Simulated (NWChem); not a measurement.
## Polarisability of CS

```xyz
2

C      0.0000     0.0000     1.1192
S      0.0000     0.0000    -0.4197
```
Charge 0, spin multiplicity 1.

Program: NWChem. All single points use one geometry, from B3LYP/def2-SVP, a minimum by its harmonic frequencies.

Basis set: 6-31G*. The field's frequency is 0.0773 Ha (589 nm). This basis has no diffuse functions, which lowers polarisabilities.

| method | isotropic polarisability (bohr³) | difference from CCSD linear response |
|---|---|---|
| CCSD linear response | 20.76 | 0.00 |
| PBE | 20.60 | -0.16 |
| B3LYP | 20.42 | -0.34 |
| HF | 20.62 | -0.14 |
| BHandHLYP | 20.38 | -0.37 |

The values span 0.37 bohr³, from BHandHLYP (lowest) to CCSD linear response (highest). 

The correlated methods keep 6 core orbitals frozen. B3LYP has NWChem's definition, with VWN1-RPA local correlation. The Pople sets run with spherical d functions. The structure started from a generated list of species. Coupled-cluster values serve here as a point of comparison, not as the truth.
